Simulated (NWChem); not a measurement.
System: DMSO (C₂H₆OS); SMILES CS(C)=O

```xyz
10

C      0.8218     1.3551     0.1920
S     -0.2088     0.0005    -0.4430
C      0.8151    -1.3591     0.1922
O     -1.4602     0.0036     0.3854
H      0.2846     2.2830    -0.0466
H      1.8095     1.3562    -0.2913
H      0.9046     1.2477     1.2834
H      0.8984    -1.2520     1.2835
H      0.2735    -2.2844    -0.0464
H      1.8029    -1.3651    -0.2911
```
Atoms are numbered in this order, from 1.

Computed with NWChem. Coordinates come from a PBE0/def2-SVP optimisation. Level: PBE0/def2-SVP with SMD (1 M gas to 1 M solution), gas-phase geometry.

For solvent water:

```yaml
solvation free energy (kcal/mol): -9.2
cavity-dispersion-structure term (kcal/mol): 2.8
dipole in solution (D): 5.59
```

Q: Estimate the same quantities for solvent n-hexane.

A: 
- solvation free energy (kcal/mol): -4.2
- cavity-dispersion-structure term (kcal/mol): -1.2
- dipole in solution (D): 4.37
